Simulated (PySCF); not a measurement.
Species: CH4O.
Bonds: C1–O2. Hydrogens: H3, H4, H5 on C1; H6 on O2.

Computed with PySCF at wB97X-D/pcSseg-2, non-relativistic, on one gas-phase PBE0-D3(BJ)/def2-TZVP geometry that isn't relaxed in the solvent. The solvent is an IEF-PCM continuum (van der Waals radii × 1.2). Only the electrostatic response of the medium enters.

Gas phase at wB97X-D/pcSseg-2: HOMO -9.89 eV, LUMO 2.29 eV, dipole 1.72 D.

What does the continuum do to the energy, the frontier levels and the dipole at wB97X-D/pcSseg-2 in chloroform?

| solvent | ε | E(solvent) − E(gas) (kcal/mol) | polarisation term (kcal/mol) | distortion of the solute (kcal/mol) | HOMO (eV) | LUMO (eV) | dipole (D) |
| --- | --- | --- | --- | --- | --- | --- | --- |
| chloroform | 4.711 | -3.28 | -3.61 | 0.33 | -9.90 | 2.52 | 1.99 |

The polarisation term is half the interaction of the solute with the surface charges that it induces; the rest is the cost of distorting the solute's density. The sum is the electrostatic part of solvation alone.

Which radius a makes the point-dipole formula ΔE = −[(ε − 1)/(2ε + 1)]·μ²/a³ give the value in chloroform, with the gas-phase dipole?

μ = 0.676 au and |ΔE| = 0.00523 Eh give a = 1.66 Å; the farthest nucleus lies 1.59 Å from the centroid of the nuclei. The formula assumes a rigid point dipole at the centre of a sphere.

The pairwise dispersion term of wB97X-D wasn't added to the energies; at a given geometry it leaves orbitals and properties as they are.
